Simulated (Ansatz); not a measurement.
Ideal-gas functions of `FC1OC1(F)F` at 600 K and 1 bar, from an Ansatz frequency run at PBE0-D4/def2-TZVP.

Molar mass 98.02 g/mol, point group C1 (symmetry number 1), electronic degeneracy 1, moments of inertia 75.009, 161.107, 190.005 u Å². Harmonic wavenumbers (cm⁻¹, unscaled): 212, 292, 471, 534, 573, 658, 781, 940, 1086, 1159, 1226, 1275, 1342, 1586, 3187.

Use S(trans) = R[1.5 ln M + 2.5 ln T − 1.1517]; rotational temperatures θ = 24.2544 K / I; S(rot) = R[ln(√π/σ · √(T³/θAθBθC)) + 1.5]; for each mode x = 1.438777 ν̃/T, S = R[x/(eˣ − 1) − ln(1 − e⁻ˣ)] and H = RT x/(eˣ − 1); 1 cm⁻¹ = 0.0119627 kJ/mol; R = 8.31446 J/(mol·K).

**Question.** By hand: the entropy, in J/(mol·K).

**Answer.** Translation 180.6. Rotation: θ = 0.3234, 0.1505, 0.1277 K, giving 118.1. Vibration, mode by mode: 14.03, 11.45, 7.73, 6.80, 6.30, 5.33, 4.22, 3.12, 2.37, 2.06, 1.82, 1.65, 1.46, 0.91, 0.03, in all 69.3. Electronic 0.0. Sum 368.0 J/(mol·K).

**Question.** By hand: H − E and G − E in kJ/mol, counted from the electronic energy.

**Answer.** Zero-point energy ½ × 15322 × 0.0119627 = 91.6; thermal vibration 24.5; translation, rotation and pV give 4 RT = 20.0. H − E = 136.1 kJ/mol, and G − E = 136.1 − 600 × 368.0/1000 = -84.7 kJ/mol.

Vibration gives 19 % of the entropy. The sum counts one conformer and one mirror image; others add a mixing term.
